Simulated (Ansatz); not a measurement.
# SiH₄O (triplet): wave-function methods side by side at distance Si1–H5 along a hydrogen transfer = 1.381 Å, cc-pVDZ

An exercise on one series of results from a longer session: the logs are not shown, and one member is left open.

Program: Ansatz 0.2.0, Gaussian basis. Level of theory: cc-pVDZ, core rule «outside noble gas», up to 6 orbitals frozen. These are calculated values, not measurements.

To be run: UHF; CCSD(T) on ROHF; CCSD(T) on UHF; BCCD(T) on ROHF; CISD; CCSDT(Q) on ROHF; CCSDT(Q) on UHF; CASSCF and MRCISD+Q, 4 electrons in 4 orbitals; CASSCF and NEVPT2, 4 electrons in 4 orbitals.

10 further runs of the same task are left out: 1 for a mislabelled method, 9 that didn't finish.

**The geometry**

The geometry derives from fragments relaxed apart (PBE0/def2-TZVP) and kept rigid, so it is no stationary point. A hydrogen atom is moved between rigid fragments.

6 atoms, charge 0, spin multiplicity 3.

Atoms are counted from 1 here; the program's logs count them from 0.

Bond lengths: Si1–H2 1.485 Å, Si1–H3 1.485 Å, Si1–H4 1.485 Å, Si1–H5 1.381 Å. Angles: H2–Si1–H3 109.5°, H2–Si1–H4 109.5°, H2–Si1–H5 109.5°, H3–Si1–H4 109.5°, H3–Si1–H5 109.5°, H4–Si1–H5 109.5°.

As a file:

```xyz
6
charge 0, multiplicity 3
Si   -0.9415    0.0000    0.0000
H    -1.4364    1.3997    0.0000
H    -1.4364   -0.6999    1.2122
H    -1.4364   -0.6999   -1.2122
H     0.4395    0.0000    0.0000
O     1.8965    0.0000    0.0000
```

Set-up of the first run:

Input file in.yaml:

```yaml
crystal:
  periodic: [false, false, false]
  atoms:
    - {symbol: Si, position_ang: [-0.941501, 0.000000, 0.000000]}
    - {symbol: H, position_ang: [-1.436372, 1.399708, 0.000000]}
    - {symbol: H, position_ang: [-1.436372, -0.699854, 1.212183]}
    - {symbol: H, position_ang: [-1.436372, -0.699854, -1.212183]}
    - {symbol: H, position_ang: [0.439499, 0.000000, 0.000000]}
    - {symbol: O, position_ang: [1.896499, 0.000000, 0.000000]}
basis:
  gaussian: {orbitals: cc-pVDZ}
magnetization: {spin_polarized: true, initial_magnetization: 2}
hamiltonian: {xc: hf}
output: {orbitals: {seedname: orbitals}}
```

Launch:

```console
$ ansatz run in.yaml --threads 1 --pin off --events-out ev --progress --plain --max-ram 2393MiB
```

Among the steps run: UHF; CCSD(T) on ROHF; CCSD(T) on UHF; BCCD(T) on ROHF; CISD; CCSDT(Q) on ROHF; CCSDT(Q) on UHF; CASSCF and MRCISD+Q, 4 electrons in 4 orbitals; CASSCF and NEVPT2, 4 electrons in 4 orbitals.

One table of the session follows, with a row left open; its other results are not shown here.

| method | from UCCSDT(Q) (kJ/mol) |
| --- | --- |
| ROHF | ? |
| UHF | +742.6 |
| RMP2 | +138.3 |
| UMP2 | +137.1 |
| CISD | +74.2 |
| RCCSD | +14.5 |
| UCCSD | +14.2 |
| RCCSD(T) | +3.0 |
| UCCSD(T) | +2.9 |
| BCCD(T) | +3.1 |
| RCCSDT | +0.7 |
| UCCSDT | +0.6 |
| RCCSDT(Q) | +0.1 |
| UCCSDT(Q) | 0 |
| CASSCF pair | +725.5 |
| NEVPT2 pair | +137.4 |
| MRCISD pair | +69.9 |
| MRCISD+Q pair | +9.0 |

**Question.** Estimate the row for ROHF.

As computed: from UCCSDT(Q) (kJ/mol): +761.2. In the column «from UCCSDT(Q) (kJ/mol)» it is the highest.

Limits of these values: Restricted and unrestricted rows rest on different reference determinants; where their highest levels disagree by more than a few hundredths of an eV, they describe different states and don't form one ladder.
